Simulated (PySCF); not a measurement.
Start geometry of `C=CCOCC` from GFN2-xTB (Å):
```
atom  x, y, z in Å
C1    -3.1310    0.1393    0.5346
C2    -1.9473    0.6474    0.2523
C3    -0.8436   -0.1040   -0.4231
O4     0.3827    0.2457    0.1747
C5     1.4936   -0.3784   -0.4237
C6     2.7517    0.0560    0.3100
H7    -3.3827   -0.8814    0.2964
H8    -3.9013    0.7235    1.0071
H9    -1.6978    1.6687    0.5007
H10   -1.0111   -1.1907   -0.3537
H11   -0.8220    0.1622   -1.4968
H12    1.5531   -0.0960   -1.4883
H13    1.3816   -1.4741   -0.3736
H14    2.8571    1.1358    0.2555
H15    3.6230   -0.4130   -0.1389
H16    2.6863   -0.2322    1.3555
```

What comes out of this run: PySCF 2.14.0, PBE0-D3(BJ)/def2-SVP geometry optimisation, gas phase?

```
atom  x, y, z in Å
C1    -3.1388    0.0594    0.4132
C2    -1.9449    0.5466    0.0789
C3    -0.8603   -0.2353   -0.5850
O4     0.3498   -0.0062    0.0763
C5     1.4461   -0.6284   -0.5300
C6     2.6949   -0.2923    0.2484
H7    -3.3953   -0.9915    0.2432
H8    -3.9074    0.6912    0.8657
H9    -1.7039    1.5992    0.2691
H10   -1.1146   -1.3156   -0.6001
H11   -0.7776    0.0838   -1.6486
H12    1.5429   -0.2931   -1.5848
H13    1.2960   -1.7283   -0.5641
H14    2.8569    0.7956    0.2648
H15    3.5760   -0.7711   -0.2036
H16    2.6037   -0.6390    1.2883
```

The energy falls by 4.7 kJ/mol over 6 energy and gradient evaluations, the largest force component goes from 0.0150 to 2.1e-04 Eh/bohr, and the atoms move by 0.071 Å rms after alignment. Among the bonds, C1–H7, C1–H8 and C2–H9 change most and about equally (+0.016 to +0.017 Å). Bonds longer at the end by more than 0.005 Å: 11 of 15; shorter: 3. Rotational constants go from 16009, 1378, 1331 to 15431, 1388, 1345 MHz. The orientation of the end geometry is arbitrary; only internal coordinates are fixed.

The run used 134 basis functions and 38 SCF cycles in all. Rough CPU time on one thread of a shared machine: about 80 s.

No frequency check. One conformer, not necessarily the lowest.
